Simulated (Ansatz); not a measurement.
**Worked example: B₂H, quartet against B₂H, doublet**

Geometry (PBE0/def2-TZVP stationary point of a doublet), kept for both states (B2H, doublet: Σ⁺ or Δ; B2H, quartet: Σ⁻ or Δ):

```xyz
3

B     0.0000    0.0000    0.1151
B     0.0000    0.0000   -1.4076
H     0.0000    0.0000    1.2925
```

Basis 6-31G; Ansatz 0.2.0. Correlated methods freeze the noble-gas cores. R marks a restricted (for open shells ROHF) determinant, U an unrestricted one.

Full CI is exact within this basis and frozen core; it isn't the basis-set limit. The frozen core follows each run's orbitals, which can shift R against U totals by a few meV.

Unrestricted rows (U, and Kohn–Sham where it breaks symmetry) aren't spin-pure: their determinants' ⟨S²⟩ exceeds S(S+1) by up to 1.00, so they mix in states of higher spin. The determinant of the B2H doublet fills πx and πy unequally, so it is a mixture of Σ and Δ, which weighs on every level built on one determinant.

| level | E(B2H, doublet) (hartree) | E(B2H, quartet) (hartree) |
| --- | --- | --- |
| UHF | -49.743115 | -49.779006 |
| UMP2 | -49.805983 | -49.842769 |
| UCCSD(T)* | -49.856264 | -49.864915 |
| PBE | -49.971772 | -49.996746 |
| r2SCAN | -50.029883 | -50.054555 |
| full CI | -49.820033 | -49.865754 |

Problem. Give the vertical gap, B2H quartet less B2H doublet, at each level in eV (1 hartree = 27.2114 eV), and each error against full CI.

Solution. full CI: (-49.865754 − (-49.820033)) × 27.2114 = -1.244 eV (the reference)
r2SCAN: (-50.054555 − (-50.029883)) × 27.2114 = -0.671 eV, error 0.573 eV
PBE: (-49.996746 − (-49.971772)) × 27.2114 = -0.680 eV, error 0.564 eV
UCCSD(T): (-49.864915 − (-49.856264)) × 27.2114 = -0.235 eV, error 1.009 eV
UMP2: (-49.842769 − (-49.805983)) × 27.2114 = -1.001 eV, error 0.243 eV
UHF: (-49.779006 − (-49.743115)) × 27.2114 = -0.977 eV, error 0.267 eV

Total energies of functionals can't be set beside those of wave-function methods, since they hold the core's correlation and their own absolute errors; only the differences compare.

The set has no polarisation functions, so the order and spacing of states can differ from the basis-set limit.

In so small a basis the reference is far from its limit while semilocal and hybrid functionals are nearer theirs, so the functionals' errors here hold much of the reference's basis and frozen-core error, which can add to them or hide them.

Each level lands on the state that its own search finds. T1 diagnostics of restricted CCSD: 0.029 and 0.021.

An asterisk marks runs whose energy the program itself flagged as in doubt.
